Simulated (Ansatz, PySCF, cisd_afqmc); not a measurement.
Species: N$_{2}$O, charge 0, singlet. N2O (nitrous oxide, SMILES N#[N+][O-]).
B3LYP-D3(BJ)/def2-TZVP minimum from Ansatz (a program for electronic structure):
```xyz
3

N      0.0000     0.0000    -1.1943
N      0.0000     0.0000    -0.0734
O      0.0000     0.0000     1.1093
```
Charge 0, spin multiplicity 1.

Atomisation energy term by term, kcal/mol (programs: Ansatz, cisd_afqmc). Open shells are spin-unrestricted; no spin-orbit coupling. Cores are frozen in correlated methods. Rows without X2C or -DK are non-relativistic. AFQMC is phaseless with a CISD trial state; ± is one standard error, without the phaseless bias. Outlying blocks are dropped, and bars are widened where a walk drifts. Over all cases where full CI ran beside it in this data, AFQMC minus full CI had a median of +0.1 mEh and passed +0.4 mEh in a tenth of the cases. CBS(X,Y): correlation extrapolated as X^-3, Hartree-Fock from the larger set (Q,5: extrapolated as (X+1)exp(-9√X)). A bracket is a step between two methods taken in the basis named. '+ core + X2C': CCSD(T) terms for core correlation (cc-pwCVTZ) and scalar relativity (cc-pVTZ-DK).

```
term                                                          basis  kcal/mol
-----------------------  ------------------------------------------  --------
Hartree-Fock                                   CBS(cc-pVQZ,cc-pV5Z)     87.85
CCSD correlation                               CBS(cc-pVQZ,cc-pV5Z)    162.16
(T)                                            CBS(cc-pVQZ,cc-pV5Z)     18.58
CCSDT(Q) - CCSD(T)                                          cc-pVTZ      1.00
core correlation                                          cc-pwCVTZ      1.44
scalar relativity                                   X2C, cc-pVTZ-DK     -0.45
minus zero-point energy  Hessian by PySCF at B3LYP-D3(BJ)/def2-TZVP     -7.03
sum: D0                                                                 263.5
```

The step beyond CCSD(T) by other levels: AFQMC/CISD in cc-pVDZ 1.31 ± 0.27; CCSDT(Q) in cc-pVDZ 1.66; AFQMC/CISD in cc-pVTZ 0.66 ± 0.27 kcal/mol.
